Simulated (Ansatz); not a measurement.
Take a crystal in which Cu has been replaced by Au on all its sites, with the cell rescaled by a rough guess (in some cases also distorted within its space group) and nothing relaxed:

```
Al Au
1.0
     3.83762    0.00000    0.00000
     0.00000    3.83762    0.00000
     0.00000    0.00000    3.83762
Al Au
3 1
Direct
  0.00000 0.50000 0.50000
  0.50000 0.00000 0.50000
  0.50000 0.50000 0.00000
  0.00000 0.00000 0.00000
```

All numbers below come from DFT PBEsol, scalar-relativistic, plane waves, PAW in Ansatz.

Plane waves to 420 eV, a k mesh through Γ of 12×12×12 on the computed 4-atom cell and Gaussian smearing (0.10 eV); no spin polarisation.

(1) What pressure does the cell carry?

(2) Is it a metal on this mesh?

(3) What is its energy against the elements in their standard states?

Spin-orbit coupling is left out, which matters for the bands of heavy elements.

## Answers

(1) The pressure is 18.9 GPa (positive in compression), so the cell would expand.

(2) Yes, a band crosses the Fermi level.

(3) -0.028 eV/atom at this unrelaxed geometry, with the elements in the same functional.